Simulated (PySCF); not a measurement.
Fluorine: a sound run and one with changed settings

Sound run: F [He] 2s2 2p5, F⁺ [He] 2s2 2p4. Calculation: PySCF 2.14, in def2-SVP; no relativity, point nucleus. In the sound run the correlated levels freeze 1s2. The sound run starts from symmetry-adapted Hartree-Fock orbitals and uses a fine grid where one is needed.

Changed run: a valence shell is frozen. This setting is unsound on purpose.

| species | method | sound run (hartree) | changed run (hartree) | converged |
| --- | --- | --- | --- | --- |
| F | MP2 | -99.42243 | -99.37389 | yes |
| F | CCSD(T) | -99.43472 | -99.38147 | yes |
| F⁺ | MP2 | -98.79918 | -98.74996 | yes |
| F⁺ | CCSD(T) | -98.81434 | -98.75643 | yes |

Ionisation energy of F:

| method | sound run (eV) | changed run (eV) |
| --- | --- | --- |
| UHF | 15.772 | 15.772 |
| MP2 | 16.959 | 16.978 |
| SCS-MP2 | 16.914 | 17.003 |
| CCSD | 16.879 | 17.004 |
| CCSD(T) | 16.881 | 17.008 |

Freezing a valence shell removes pair correlation that changes on ionisation.

For comparison, NIST gives 17.423 eV between the lowest levels.
